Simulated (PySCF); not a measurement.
## Diatomics of Na with the third period

PBE0 with triple-zeta basis sets in PySCF, for the lowest determinant that a PBE0 search found; no spin–orbit coupling. De refers to high-spin ground-configuration atoms. A positive dipole means M(−)Na(+).

| M | basis | state (unpaired electrons) | Re (Å) | ωe (cm⁻¹) | De (eV) | μ (D) |
| --- | --- | --- | --- | --- | --- | --- |
| Na | def2-TZVPP | singlet (closed shell) | 3.101 | 160 | 0.69 | n/a |
| Si | x2c-TZVPPall | quartet (σ ↑, π ↑↑) | 2.695 | 257 | 1.43 | 7.11 |
| P | x2c-TZVPPall | triplet (π ↑↑) | 2.648 | 282 | 1.33 | 6.99 |
| S | def2-TZVPP | doublet (π ↑) | 2.484 | 332 | 2.53 | 8.29 |
| Cl | def2-TZVPP | singlet (closed shell) | 2.358 | 365 | 4.03 | 8.72 |

By what factor does the bond length vary along the series?

At PBE0 it runs from 2.358 Å (NaCl) to 3.101 Å (Na2), a factor of 1.32.

The rows differ in basis set, which adds steps of its own.

The state changes along the series, so neighbouring rows are not always alike in their bonding.

Closed-shell solutions of metal pairs were not tested for spin polarisation, which can lower them a little. States were picked by a PBE0 search and need not be the measured ground states.
